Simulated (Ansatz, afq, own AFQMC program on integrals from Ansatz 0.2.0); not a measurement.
AFQMC on a folder of integrals that Ansatz 0.2.0 wrote.

```yaml
crystal:
  periodic: [false, false, false]
  atoms:
    - {symbol: Si, position_ang: [-0.030194, 0.089245, 1.686409]}
    - {symbol: Ge, position_ang: [0.011809, -0.017414, -0.633518]}
    - {symbol: H, position_ang: [0.233049, -1.410870, 1.752395]}
    - {symbol: H, position_ang: [-0.870646, -0.897276, -1.550936]}
    - {symbol: H, position_ang: [0.627924, 1.076376, -1.535742]}
basis:
  gaussian: {orbitals: cc-pVDZ}
magnetization: {spin_polarized: true, initial_magnetization: 1}
correlation: {method: ccsd_t, electrons: outside_noble_gas, hamiltonian_folder: ham}
```

```sh
$ ansatz run in.yaml --threads 1 --pin off --events-out ev --progress --plain --max-ram 1382MiB
```

Options of the walk:

```
--method free --trial cisd --walkers 60 --time-step 0.03 --max-blocks 80 --target-error 0.0004 --factor-cut 1e-05 --seed 2041 --times 0,0.21,0.42,0.81,1.2,1.8,2.4,3 --taylor-order 8
```

Times are imaginary, in 1/Eh. The walk had a cap of 1706 s. Filled inner d shells are frozen with the cores.

Output of the walk:

```
orbitals 41  electrons 6 5  factors 330 of 641
reference energy -2365.92937730 Eh
CCSD correlation -0.20581599 Eh in 16 cycles, weight of the determinant in the CISD state 0.8038
repeat  energy at the last time / Eh  error
    10  -2366.143186  0.001736
    20  -2366.143672  0.001194
    30  -2366.144183  0.001000
    40  -2366.143955  0.000815
    50  -2366.144012  0.000686
    60  -2366.144361  0.000645
    70  -2366.144550  0.000578
    80  -2366.144611  0.000528
time / (1/Eh)  energy / Eh  error  mean overlap
  0.00  -2366.134915  0.000162  1.2425
  0.21  -2366.137699  0.000205  1.2466
  0.42  -2366.139613  0.000228  1.2465
  0.81  -2366.141638  0.000247  1.2587
  1.20  -2366.142394  0.000289  1.2682
  1.80  -2366.144049  0.000392  1.2380
  2.40  -2366.143956  0.000480  1.2500
  3.00  -2366.144611  0.000528  1.2715
energy -2366.144611 +/- 0.000528 Eh
```

The run passed its tests (error under three times the target), which doesn't prove that it has relaxed.

Against this walk (error 14.4 meV) on the same determinant: CCSD(T) 61.2 meV higher. The error is statistical, and a free projection of finite length keeps a remainder of its start. The determinant has ⟨S²⟩ = 1.04, so the low cluster orders mix in higher spin, and so can this walk. None of these is a sure reference here.

Cautions: remainder of the start not in the error; start is not spin pure; error above the target (14.4 against 10.9 meV); no relativity below Rb; no spin-orbit coupling; inner d shell frozen; higher spins were not checked; strong correlation (T1 0.054, weight of the determinant 0.80, largest double 0.08); unrestricted determinant spin contaminated (⟨S²⟩ 1.04 against 0.75).

The walk took 6.6 min on 1 thread of Arm Neoverse V1, on a shared host. The log's last line is the free-projection energy.
